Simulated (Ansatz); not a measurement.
Basis-set extrapolation for C2H2F2O (`FC1(F)CO1`) (PBE0-D4/def2-TZVP geometry, frozen core, Ansatz). Multiplicity 1, RHF reference.

```csv
,def2-TZVPP,def2-QZVPP
HF,-350.744891,-350.760261
MP2 correlation,-1.046559,-1.134319
CCSD(T) correlation,-1.095117,-1.178752
```

Energies in hartree. Use E(X) = E(∞) + A·exp(−7.88·√X) for Hartree–Fock and E(X) = E(∞) + B·X^(−2.97) for correlation, with X = 3 and 4.

Q: What is the CCSD(T) energy at the basis-set limit?

A: HF limit: -350.760261 + (-0.015370) × 0.13774 = -350.76238. Correlation limit: -1.178752 + (-0.083635) × 0.74074 = -1.24070. Total: -352.00308 hartree, 102.3 kcal/mol below CCSD(T)/def2-TZVPP.
